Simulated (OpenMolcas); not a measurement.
# PBE/3-21G run of AlH3 (SMILES [H][Al]([H])[H])

We compute the energy of AlH3. 

The calculation is run with OpenMolcas 26.06.

### 1 The molecule

The species is AlH3 (4 atoms), meant as a singlet with charge 0. As SMILES, `[H][Al]([H])[H]`. Geometry: a GFN2-xTB relaxation, a rough one for these elements and not checked as a minimum.

Bond lengths: Al1–H2 1.553 Å, Al1–H3 1.553 Å, Al1–H4 1.553 Å. Angles: H2–Al1–H3 120.0°, H2–Al1–H4 120.0°, H3–Al1–H4 120.0°.

### 2 The energy at PBE/3-21G

mol.input

```
&gateway
  baslib = $CurrDir
  coord
  4
  angstrom
  Al      -0.000010      -0.000020       0.000020
  H        1.552650      -0.030520       0.014610
  H       -0.749810       1.359840      -0.019120
  H       -0.802830      -1.329300       0.004480
  basis = 3-21G
  group = NoSym

&seward
  gridinput
  Grid=UltraFine
  End of Grid

&scf
  ksdft = PBE
  thresholds = 1e-10 1e-07 1e-07 1e-05
  prorbitals = 1 1
```

The basis set 3-21G is read from a file made from the Basis Set Exchange's data (not shown).

Run with:

```
$ export MOLCAS_MEM=1860
$ pymolcas mol.input > mol.log
```

Log:

```text
--- Start Module: gateway ---
[...]
--- Stop Module: gateway /rc=_RC_ALL_IS_WELL_ ---
--- Start Module: seward ---
[...]
      Basis functions           19
--- Stop Module: seward /rc=_RC_ALL_IS_WELL_ ---
--- Start Module: scf ---
[...]
       Convergence after   8 Iterations
[...]
::    Total KS-DFT energy                            -242.6776254288
[...]
      Total spin, S                                     0.0000000000
[...]
      Total electronic charge=   16.000000
      Total            charge=   -0.000000
[...]
      Dipole Moment (debye):
      Origin of the operator (angstrom)=   -0.0000   -0.0000    0.0000
                   X= -7.6962E-05               Y= -1.1675E-04               Z=  1.3123E-04           Total=  1.9177E-04
      Quadrupole Moment (debye*angstrom):
[...]
--- Stop Module: scf /rc=_RC_ALL_IS_WELL_ ---
[...]
```

It took 3.6 s on 1 thread of Arm Neoverse V1, shared host; peak memory 0.37 GiB.

### 3 Outcome

At PBE/3-21G:

| quantity | value |
| --- | --- |
| total energy | -242.67763 Eh |
| dipole moment | 0.00 D |
| HOMO energy | -7.37 eV |
| LUMO energy | -2.59 eV |
| HOMO–LUMO gap | 4.78 eV |
